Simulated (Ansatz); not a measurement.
# BSiHS (triplet): from a generated start to a stationary point

Aim: relax a generated start of BSiHS (triplet) and see which bonds hold.

The runs use Ansatz 0.2.0, Gaussian basis; UKS PBE0/def2-TZVP.

**1. Starting geometry**

4 atoms, charge 0, spin multiplicity 3.

Atoms are counted from 1 here; the program's logs count them from 0.

Bond lengths: S1–B2 1.792 Å, S1–H4 1.339 Å, B2–Si3 1.839 Å. Angles: B2–S1–H4 99.4°, S1–B2–Si3 135.6°.

Coordinates:

```xyz
4

S    -1.5505   -0.1275   -0.0011
B     0.1019    0.5670    0.0040
Si    1.8123   -0.1087   -0.0005
H    -2.2647    1.0047    0.0067
```

The start was built by rule and, where that kept it together, relaxed with GFN2-xTB. Sticks and bond lists go by distance. 

**2. The run**

in.yaml

```yaml
crystal:
  periodic: [false, false, false]
  atoms:
    - {symbol: S, position_ang: [-1.550540, -0.127521, -0.001135]}
    - {symbol: B, position_ang: [0.101878, 0.567003, 0.004017]}
    - {symbol: Si, position_ang: [1.812301, -0.108724, -0.000492]}
    - {symbol: H, position_ang: [-2.264749, 1.004696, 0.006748]}
basis:
  gaussian: {orbitals: def2-TZVP}
magnetization: {spin_polarized: true, initial_magnetization: 2}
hamiltonian: {xc: pbe0}
relax: {f_tol: 0.004, max_steps: 80}
```

The run is started by

```
$ ansatz run in.yaml --threads 1 --pin off --events-out ev --progress --plain --max-ram 2176MiB
```

**Question.** What will these runs give? Wanted: energy gained; shift from the start; total energy; dipole moment; ⟨S²⟩.

**Answer**, as computed:

| quantity | value |
| --- | --- |
| steps | 7 |
| energy gained | 0.321 eV |
| shift from the start (rms) | 0.340 Å |
| total energy | -19395.5286 eV |
| dipole moment | 1.79 D |
| ⟨S²⟩ | 2.010 |

In words: The bonds of the start are those of the end. B2–Si3 went from 1.839 to 1.883 Å. No vibrations were run, so this is a stationary point, not a proven minimum, and this spin need not be the ground state's.
